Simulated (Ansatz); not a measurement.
# Worked example: AsH⁺, sextet against AsH⁺, quartet

Geometry (PBE0/def2-TZVP stationary point of a quartet), kept for both states (AsH⁺, quartet: Σ⁻; AsH⁺, sextet: Σ⁻):

```yaml
atoms:
  - { symbol: As, position_ang: [0.0000, 0.0000, 0.0000] }
  - { symbol: H, position_ang: [0.0000, 0.0000, 1.6414] }
```

Basis cc-pVTZ; Ansatz 0.2.0. Only valence electrons are correlated (noble-gas cores and the filled d shells of p-block atoms frozen). R marks a restricted (for open shells ROHF) determinant. No spin–orbit coupling is included, and no scalar relativity.

Full CI is exact within this basis and frozen core; it isn't the basis-set limit.

```
   level  E(AsH⁺, quartet) (hartree)  E(AsH⁺, sextet) (hartree)
RCCSD(T)                -2234.509474               -2234.104189
     PBE                -2235.697957               -2235.257801
  r2SCAN                -2236.027702               -2235.608408
 full CI                -2234.510156               -2234.104268
```

Task: Give the vertical gap, AsH⁺ sextet less AsH⁺ quartet, at each level in eV (1 hartree = 27.2114 eV), and each error against full CI.

Result: full CI: (-2234.104268 − (-2234.510156)) × 27.2114 = 11.045 eV (the reference)
r2SCAN: (-2235.608408 − (-2236.027702)) × 27.2114 = 11.410 eV, error 0.365 eV
PBE: (-2235.257801 − (-2235.697957)) × 27.2114 = 11.977 eV, error 0.932 eV
RCCSD(T): (-2234.104189 − (-2234.509474)) × 27.2114 = 11.028 eV, error -0.017 eV

Total energies of functionals can't be set beside those of wave-function methods, since they hold the core's correlation and their own absolute errors; only the differences compare.

Each level lands on the state that its own search finds; the functionals scatter so widely here that some may stand on another one. T1 diagnostics of restricted CCSD: 0.021 and 0.004.
